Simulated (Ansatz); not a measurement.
Reaction (isomerisation): `C/C(F)=C(/C)Cl` → `CC/C=C(\F)Cl`

Calculated with Ansatz (gas phase, PBE0-D4/def2-TZVP geometries, no zero-point term in ΔE). CBS: MP2 limit from def2 TZ/QZ plus the TZ coupled-cluster correction, frozen cores. Double bonds are as drawn, so ΔE can hold a change between cis and trans. Functionals use def2-TZVPP. B3LYP here is the variant with VWN-RPA as its local correlation; programs differ in this. Each species was taken in one conformer, which may not be the lowest.

(1) Is it downhill or uphill in electronic energy at CCSD(T)/CBS, and by how much? (An estimate is asked.)

(2) What do these levels give: PBE-D4, PBE0-D4, B3LYP-D4, ωB97X-V, ωB97M-V, PBE, r2SCAN, PBE0, MP2/def2-QZVPP, SCS-MP2/def2-QZVPP, HF/CBS(def2), MP2/CBS(def2)? (Best estimate.)

Largest T1 diagnostic among the species: 0.011.

Results:

(1) Computed: Uphill: ΔE = +0.26 eV.

(2) The calculation gave: PBE-D4 0.26, PBE0-D4 0.26, B3LYP-D4 0.27, ωB97X-V 0.26, ωB97M-V 0.26, PBE 0.24, r2SCAN 0.26, PBE0 0.25, MP2/def2-QZVPP 0.27, SCS-MP2/def2-QZVPP 0.25, HF/CBS(def2) 0.23, MP2/CBS(def2) 0.28 eV.

The D4 term adds +0.03 eV with B3LYP and +0.02 eV with PBE0; it sums over pairs of atoms, weighted by their polarisabilities, and B3LYP, whose exchange is more repulsive, gets the larger term.
